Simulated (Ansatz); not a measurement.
Consider Ta in the bcc (W type) structure (space group Im-3m, No. 229; a = 3.320 Å).

Levels (all Ansatz, a program for electronic structure, PAW): PBE (420 eV, scalar-relativistic without spin-orbit coupling); PBEsol (420 eV, spin-orbit coupling left out).

Levels that relaxed their own cell: PBE and PBEsol.

```tsv
level	lattice parameter a
PBE	3.320 Å
PBEsol	3.282 Å
```

Measured: lattice parameter a 3.299 Å (static lattice; corrected from measurement; as listed in Daniel Mejia-Rodriguez, S. B. Trickey, Phys. Rev. B (2018)).

Computed minus measured — lattice parameter a: PBE +0.6 %, PBEsol -0.5 %.

Stability against distortions was not tested. All final runs are without spin polarisation.
